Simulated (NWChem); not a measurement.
System: hydrogen fluoride (HF); SMILES F

The following NWChem deck was run.

```
start job
memory heap 200 mb stack 900 mb global 1100 mb
geometry units angstroms noautoz
  F      0.000000     0.000000     0.094420
  H      0.000000     0.000000    -0.840355
end
basis spherical
  F library def2-tzvp
  H library def2-tzvp
end
dft
  xc xpbe96 cpbe96
  iterations 150
  mulliken
end
task dft energy
```

NWChem printed, in part:

```
             Northwest Computational Chemistry Package (NWChem) 7.3.0
             --------------------------------------------------------

 ORDER OF PRIMARY AXIS IS BEING SET TO 4
 C4V symmetry detected

                             Geometry "geometry" -> ""
                             -------------------------

 Output coordinates in angstroms (scale by  1.889725989 to convert to a.u.)

  No.       Tag          Charge          X              Y              Z
 ---- ---------------- ---------- -------------- -------------- --------------
    1 F                    9.0000     0.00000000     0.00000000     0.09347750
    2 H                    1.0000     0.00000000     0.00000000    -0.84129750

 Effective nuclear repulsion energy (a.u.)       5.0949107978

      Symmetry information
      --------------------

 Group name             C4v
 Group number             18
 Group order               8
 No. of unique centers     2

  pbe96 is a nonlocal functional; adding pw91lda local functional.

                                 NWChem DFT Module
                                 -----------------

 Summary of "ao basis" -> "ao basis" (spherical)
 ------------------------------------------------------------------------------
       Tag                 Description            Shells   Functions and Types
 ---------------- ------------------------------  ------  ---------------------
 F                         def2-tzvp                11       31   5s3p2d1f
 H                         def2-tzvp                 4        6   3s1p

      Symmetry analysis of basis
      --------------------------

        a1         15
        a2          0
        b1          3
        b2          3
        e          16

            General Information
            -------------------
          SCF calculation type: DFT
          Wavefunction type:  closed shell.
          No. of atoms     :     2
          No. of electrons :    10
           Alpha electrons :     5
            Beta electrons :     5
          Charge           :     0
          Spin multiplicity:     1
          Use of symmetry is: on ; symmetry adaption is: on
          Maximum number of iterations: 150
          AO basis - number of functions:    37
                     number of shells:    15
          Convergence on energy requested:  1.00D-06
          Convergence on density requested:  1.00D-05
          Convergence on gradient requested:  5.00D-04

              XC Information
              --------------
          PerdewBurkeErnzerhof Exchange Functional  1.000
            Perdew 1991 LDA Correlation Functional  1.000 local
           PerdewBurkeErnz. Correlation Functional  1.000 non-local

             Grid Information
             ----------------
          Grid used for XC integration:  medium
          Radial quadrature: Mura-Knowles
          Angular quadrature: Lebedev.
          Tag              B.-S. Rad. Rad. Pts. Rad. Cut. Ang. Pts.
          ---              ---------- --------- --------- ---------
          F                   0.50       49           6.0       434
          H                   0.35       45           5.0       434
          Grid pruning is: on
          Number of quadrature shells:    94
          Spatial weights used:  Erf1

      Superposition of Atomic Density Guess
      -------------------------------------

 Sum of atomic energies:         -99.91788757

      Non-variational initial energy
      ------------------------------

 Total energy =     -99.883859
 1-e energy   =    -149.473633
 2-e energy   =      44.494863
 HOMO         =      -0.647335
 LUMO         =       0.073319

      Symmetry analysis of molecular orbitals - initial
      -------------------------------------------------

 !! scf_movecs_sym_adapt:    6 vectors were symmetry contaminated

  Symmetry fudging

 !! scf_movecs_sym_adapt:    4 vectors were symmetry contaminated

  Numbering of irreducible representations:

     1 a1          2 a2          3 b1          4 b2          5 e

  Orbital symmetries:

     1 a1          2 a1          3 a1          4 e           5 e
     6 a1          7 a1          8 a1          9 e          10 e
    11 a1         12 e          13 e          14 a1         15 b1

     ---------------------------------------------
      Total Density - Mulliken Population Analysis
     ---------------------------------------------

    Atom       Charge   Shell Charges
 -----------   ------   -------------------------------------------------------
    1 F    9     9.57   0.77  1.20  0.61  1.00  0.33  2.36  2.33  0.96  0.00  0.00  0.00
    2 H    1     0.43   0.17  0.19  0.04  0.04

   convergence    iter        energy       DeltaE   RMS-Dens  Diis-err
 ---------------- ----- ----------------- --------- --------- ---------
 d= 0,ls=0.0,diis     1   -100.3524105550 -1.05D+02  1.77D-02  4.68D-01
 d= 0,ls=0.0,diis     2   -100.3183926440  3.40D-02  9.75D-03  9.64D-01
 d= 0,ls=0.0,diis     3   -100.3896568948 -7.13D-02  1.21D-03  2.67D-02
 d= 0,ls=0.0,diis     4   -100.3912265493 -1.57D-03  2.70D-04  6.91D-04
 d= 0,ls=0.0,diis     5   -100.3912783601 -5.18D-05  3.07D-05  1.05D-05
 d= 0,ls=0.0,diis     6   -100.3912792250 -8.65D-07  1.53D-06  1.72D-08

         Total DFT energy =     -100.391279225031
      One electron energy =     -150.328274537415
           Coulomb energy =       55.564533234553
    Exchange-Corr. energy =      -10.722448719952
 Nuclear repulsion energy =        5.094910797783

 Numeric. integr. density =        9.999999374010

                  Occupations of the irreducible representations
                  ----------------------------------------------

                     irrep           alpha         beta
                     --------     --------     --------
                     a1                3.0          3.0
                     a2                0.0          0.0
                     b1                0.0          0.0
                     b2                0.0          0.0
                     e                 2.0          2.0

                       DFT Final Molecular Orbital Analysis
                       ------------------------------------

 Vector    3  Occ=2.000000D+00  E=-4.836234D-01  Symmetry=a1
              MO Center= -1.0D-15,  3.1D-16,  1.8D-02, r^2= 6.0D-01
   Bfn.  Coefficient  Atom+Function         Bfn.  Coefficient  Atom+Function
  ----- ------------  ---------------      ----- ------------  ---------------
     8      0.427917  1 F  pz                11      0.325928  1 F  pz
    33     -0.222580  2 H  s                  5      0.197133  1 F  s
    14      0.166418  1 F  pz                32     -0.165887  2 H  s
     4      0.143753  1 F  s                  3      0.119174  1 F  s
     2     -0.075704  1 F  s                 34     -0.048393  2 H  s

 Vector    4  Occ=2.000000D+00  E=-3.426106D-01  Symmetry=e
              MO Center= -5.2D-15,  2.6D-15,  7.3D-02, r^2= 4.9D-01
   Bfn.  Coefficient  Atom+Function         Bfn.  Coefficient  Atom+Function
  ----- ------------  ---------------      ----- ------------  ---------------
     6      0.460194  1 F  px                 9      0.360043  1 F  px
    12      0.276740  1 F  px                 7     -0.211299  1 F  py
    10     -0.165315  1 F  py                13     -0.127066  1 F  py
    35      0.025972  2 H  px

 Vector    5  Occ=2.000000D+00  E=-3.426106D-01  Symmetry=e
              MO Center=  6.3D-17,  1.8D-17,  7.3D-02, r^2= 4.9D-01
   Bfn.  Coefficient  Atom+Function         Bfn.  Coefficient  Atom+Function
  ----- ------------  ---------------      ----- ------------  ---------------
     7      0.460194  1 F  py                10      0.360043  1 F  py
    13      0.276740  1 F  py                 6      0.211299  1 F  px
     9      0.165315  1 F  px                12      0.127066  1 F  px
    36      0.025972  2 H  py

 Vector    6  Occ=0.000000D+00  E=-7.641227D-03  Symmetry=a1
              MO Center=  4.7D-15, -7.5D-15, -1.0D+00, r^2= 2.2D+00
   Bfn.  Coefficient  Atom+Function         Bfn.  Coefficient  Atom+Function
  ----- ------------  ---------------      ----- ------------  ---------------
    34      1.231089  2 H  s                  5     -0.678063  1 F  s
    14      0.321477  1 F  pz                33      0.253000  2 H  s
     8      0.214989  1 F  pz                11      0.165601  1 F  pz
     3     -0.140823  1 F  s                 32      0.092428  2 H  s
     2      0.069175  1 F  s                  4     -0.045506  1 F  s

 Vector    7  Occ=0.000000D+00  E= 3.429154D-01  Symmetry=a1
              MO Center= -5.9D-15,  2.2D-15, -7.8D-01, r^2= 1.9D+00
   Bfn.  Coefficient  Atom+Function         Bfn.  Coefficient  Atom+Function
  ----- ------------  ---------------      ----- ------------  ---------------
    33      1.947547  2 H  s                 34     -1.203030  2 H  s
    14      0.482791  1 F  pz                 5     -0.384146  1 F  s
    11      0.385705  1 F  pz                 8      0.240811  1 F  pz
    32      0.187030  2 H  s                  4     -0.146375  1 F  s
    37      0.047605  2 H  pz                 2      0.025255  1 F  s

 Vector    8  Occ=0.000000D+00  E= 4.906848D-01  Symmetry=e
              MO Center=  5.1D-14,  1.8D-13,  8.6D-02, r^2= 1.8D+00
   Bfn.  Coefficient  Atom+Function         Bfn.  Coefficient  Atom+Function
  ----- ------------  ---------------      ----- ------------  ---------------
    13      1.169970  1 F  py                10     -0.621255  1 F  py
    12      0.321964  1 F  px                 7     -0.310254  1 F  py
     9     -0.170963  1 F  px                 6     -0.085379  1 F  px

     ---------------------------------------------
      Total Density - Mulliken Population Analysis
     ---------------------------------------------

    Atom       Charge   Shell Charges
 -----------   ------   -------------------------------------------------------
    1 F    9     9.39   0.77  1.20  0.62  0.96  0.39  2.29  2.05  1.10  0.00  0.01  0.00
    2 H    1     0.61   0.25  0.28  0.03  0.06

     -------------------------------------------
      Total Density - Lowdin Population Analysis
     -------------------------------------------

    Atom       Charge   Shell Charges
 -----------   ------   -------------------------------------------------------
    1 F    9     9.19   0.86  1.10  0.61  0.74  0.43  2.14  2.15  1.16  0.00  0.01  0.00
    2 H    1     0.81   0.24  0.29  0.09  0.19

     Multipole analysis of the density
     ---------------------------------

     L   x y z        total         alpha         beta         nuclear
     -   - - -        -----         -----         ----         -------
     0   0 0 0     -0.000000     -5.000000     -5.000000     10.000000

     1   1 0 0      0.000000      0.000000      0.000000      0.000000
     1   0 1 0     -0.000000     -0.000000     -0.000000      0.000000
     1   0 0 1     -0.747570     -0.373785     -0.373785     -0.000000

     2   2 0 0     -4.301993     -2.150996     -2.150996      0.000000
     2   1 1 0      0.000000      0.000000      0.000000      0.000000
     2   1 0 1      0.000000      0.000000      0.000000      0.000000
     2   0 2 0     -4.301993     -2.150996     -2.150996      0.000000
     2   0 1 1      0.000000      0.000000      0.000000      0.000000
     2   0 0 2     -2.742546     -2.775458     -2.775458      2.808370
```

Level: PBE/def2-TZVP. Coordinates come from a B3LYP/6-31G* (spherical d) optimisation.
